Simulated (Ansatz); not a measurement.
Two structures of CH₆N, doublet, reached by relaxing down either side of one saddle point (PBE0-D4/def2-TZVP). Energies are electronic, without zero-point energy. Computed with Ansatz 0.2.0 (basis: def2-TZVPP and def2-QZVPP); correlated methods freeze the cores; orbitals are unrestricted. Extrapolation: Hartree–Fock as exp(−7.88 √X), correlation as X^−2.97. First:

```json
{"atom": "H1", "x (Å)": "-1.0074", "y (Å)": "0.5896", "z (Å)": "0.8257"}
{"atom": "N2", "x (Å)": "-0.5345", "y (Å)": "0.8123", "z (Å)": "-0.0408"}
{"atom": "C3", "x (Å)": "0.7924", "y (Å)": "0.2214", "z (Å)": "-0.0678"}
{"atom": "H4", "x (Å)": "-1.6478", "y (Å)": "-2.3214", "z (Å)": "0.3066"}
{"atom": "H5", "x (Å)": "-1.1061", "y (Å)": "0.4417", "z (Å)": "-0.7891"}
{"atom": "H6", "x (Å)": "1.3936", "y (Å)": "0.6447", "z (Å)": "0.7402"}
{"atom": "H7", "x (Å)": "1.2872", "y (Å)": "0.4854", "z (Å)": "-1.0051"}
{"atom": "H8", "x (Å)": "0.8226", "y (Å)": "-0.8738", "z (Å)": "0.0303"}
```

Second:

H1  (-1.701, -0.961, 1.173)
N2  (-0.511, 0.427, -0.664)
C3  (0.851, 0.258, -0.269)
H4  (-1.828, -1.393, 1.771)
H5  (-0.513, 1.014, -1.504)
H6  (0.920, -0.362, 0.626)
H7  (1.335, 1.226, -0.064)
H8  (1.448, -0.209, -1.068)
(Å)

**Question.** Which bonds change from the first to the second?

**Answer.** CH₅N ([CH3][NH2]) + H → CH₄N ([CH3][NH]) + H₂; bonds formed: H1–H4; bonds broken: H1–N2.

**Question.** Give the saddle point's structure and its height above each. (Judge from chemistry; the value comes from the calculation.)

**Answer.** The calculation gives: 0.520 eV above the first and 0.615 eV above the second (CCSD(T) at an estimated basis limit (MP2 extrapolated from triple and quadruple zeta, plus CCSD(T) − MP2 in triple zeta)).
| atom | x (Å) | y (Å) | z (Å) |
| --- | --- | --- | --- |
| H1 | -1.1918 | -0.3942 | 0.6084 |
| N2 | -0.6054 | 0.5576 | 0.0056 |
| C3 | 0.7939 | 0.2011 | -0.1034 |
| H4 | -1.5033 | -1.2411 | 0.8001 |
| H5 | -1.0317 | 0.4717 | -0.9191 |
| H6 | 1.2362 | 0.1401 | 0.8923 |
| H7 | 1.3090 | 1.0010 | -0.6480 |
| H8 | 0.9930 | -0.7362 | -0.6359 |

The T1 diagnostic stays at or below 0.018. ⟨S²⟩ of the unrestricted Hartree–Fock references: 0.75 to 0.79 (a pure state has 0.75).

Labels in which every atom is bracketed show which atoms are joined, not bond orders.

For scale, one of the runs: CCSD(T)/def2-TZVPP, 146 basis functions, launched by `ansatz run in.yaml --threads 2 --pin off --events-out ev --progress --plain --max-ram 4352MiB`. Time: 45 s of wall clock on 2 CPU threads of an Arm Neoverse V1; the host was shared. Peak host memory: 2.1 GiB.
